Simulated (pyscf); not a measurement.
## Four-centre exchange: HO–PH–OH (SMILES OPO) + H₂ (SMILES [H][H]) → HO–PH–OH (SMILES OPO) + H₂ (SMILES [H][H])

Gas phase, singlet surface, charge 0. Bonds broken: P2–H7, H5–H8. Bonds formed: P2–H5, H7–H8. Single points on ωB97X-D3(BJ)/def2-SVP structures (PySCF, gas phase).

Transition state (Å):

```xyz
8

O     -2.1595    -0.3139     0.9174
P     -0.6690    -0.3324     0.2115
O     -1.2397     0.6135    -1.0364
H     -2.8217     0.1936     0.4231
H      0.3685    -1.1269    -0.8380
H     -0.5773     0.8249    -1.7051
H      0.8347     0.4003     0.1064
H      1.0314    -0.2657    -0.7358
```

One imaginary mode, 1661i cm⁻¹; descent along it reached the two sides named.

```csv
bond,change,reactant side (Å),saddle,product side
P2–H7,breaks,1.432,1.676,3.4
H5–H8,breaks,0.761,1.092,3.7
P2–H5,forms,3.4,1.676,1.432
H7–H8,forms,3.7,1.092,0.761
```

Electronic energies relative to the separated reactants (kcal/mol):

```tsv
level	barrier	reaction energy	reverse barrier
ωB97X-D3(BJ)/def2-TZVP	57.5	0.0	57.5
PBE/def2-TZVP	45.2	0.0	45.2
r²SCAN/def2-TZVP	48.8	0.0	48.8
B3LYP-D3(BJ)/def2-TZVP	53.8	0.0	53.8
PBE0-D3(BJ)/def2-TZVP	49.9	0.0	49.9
M06-2X/def2-TZVP	58.0	0.0	58.0
ωB97M-D3(BJ)/def2-TZVP	54.9	0.0	54.9
HF/def2-TZVP	79.7	0.0	79.7
```

With ωB97M-D3(BJ)/def2-TZVP energies and thermal terms (ideal gas, 1 atm, RRHO with modes under 100 cm⁻¹ raised to 100, one conformer, R ln 2 for chiral ones without a mode under 150 cm⁻¹), in kcal/mol:

```tsv
T (K)	ΔH‡	ΔG‡	ΔH	ΔG
298	53.6	62.4	0.0	0.0
600	52.9	71.7	0.0	0.0
900	53.0	81.1	0.0	0.0
1200	53.4	90.4	0.0	0.0
```

One saddle was located; it need not be the lowest between these sides.
